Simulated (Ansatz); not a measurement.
# BH3 (triplet): the correlation ladder at a displaced geometry (v1), cc-pVTZ

The task here is to estimate one member of a computed series from the others.

Program: Ansatz 0.2.0, Gaussian basis. Level of theory: cc-pVTZ, core rule «outside noble gas», up to 1 orbitals frozen. These are calculated values, not measurements.

To be run: UHF; CCSD(T) on ROHF; CCSD(T) on UHF; BCCD(T) on ROHF; CCSDT(Q) on ROHF; CCSDT(Q) on UHF; CASSCF and MRCISD+Q, 6 electrons in 7 orbitals; CASSCF and NEVPT2, 6 electrons in 7 orbitals.

38 further runs of the same task are left out: 8 for a known fault of the program, 12 that didn't finish, 18 set aside as unsound or not needed.

## The system

The geometry is a PBE0/def2-TZVP stationary point (not a proven minimum) with its atoms shifted at random (size 0.040 Å).

4 atoms, charge 0, spin multiplicity 3.

Atoms are counted from 1 here; the program's logs count them from 0.

Bond lengths: B1–H2 1.283 Å, B1–H3 1.175 Å, B1–H4 1.292 Å. Angles: H2–B1–H3 114.1°, H2–B1–H4 49.7°, H3–B1–H4 118.2°.

Set-up of the first run:

in.yaml reads:

```yaml
crystal:
  periodic: [false, false, false]
  atoms:
    - {symbol: B, position_ang: [-0.114206, -0.000529, 0.095527]}
    - {symbol: H, position_ang: [0.311271, 0.522407, -0.996565]}
    - {symbol: H, position_ang: [0.657304, 0.042583, 0.981331]}
    - {symbol: H, position_ang: [0.256375, -0.559318, -1.009377]}
basis:
  gaussian: {orbitals: cc-pVTZ}
magnetization: {spin_polarized: true, initial_magnetization: 2}
hamiltonian: {xc: hf}
output: {orbitals: {seedname: orbitals}}
```

Started as:

```bash
$ ansatz run in.yaml --threads 1 --pin off --events-out ev --progress --plain --max-ram 2393MiB
```

Steps of the session up to this table: UHF; CCSD(T) on ROHF; CCSD(T) on UHF; BCCD(T) on ROHF; CCSDT(Q) on ROHF; CCSDT(Q) on UHF; CASSCF and MRCISD+Q, 6 electrons in 7 orbitals; CASSCF and NEVPT2, 6 electrons in 7 orbitals.

One table of the session follows, with a row left open; its other results are not shown here.

| method | from UCCSDT(Q) (meV) |
| --- | --- |
| ROHF | +3556.3 |
| UHF | +3474.2 |
| RMP2 | +640.8 |
| UMP2 | +650.7 |
| RCCSD | +109.3 |
| UCCSD | +107.2 |
| RCCSD(T) | +18.1 |
| UCCSD(T) | +17.8 |
| BCCD(T) | +18.1 |
| RCCSDT | +2.2 |
| UCCSDT | +1.7 |
| RCCSDT(Q) | ? |
| UCCSDT(Q) | 0 |
| CASSCF valence | +2381.9 |
| NEVPT2 valence | +565.0 |
| MRCISD valence | +100.8 |
| MRCISD+Q valence | +13.7 |

**Question.** Estimate the row for RCCSDT(Q).

As computed: from UCCSDT(Q) (meV): +0.5. In the column «from UCCSDT(Q) (meV)» it lies between UCCSDT(Q) (0) and UCCSDT (+1.7).

Limits of these values: Restricted and unrestricted rows rest on different reference determinants; where their highest levels disagree by more than a few hundredths of an eV, they describe different states and don't form one ladder.
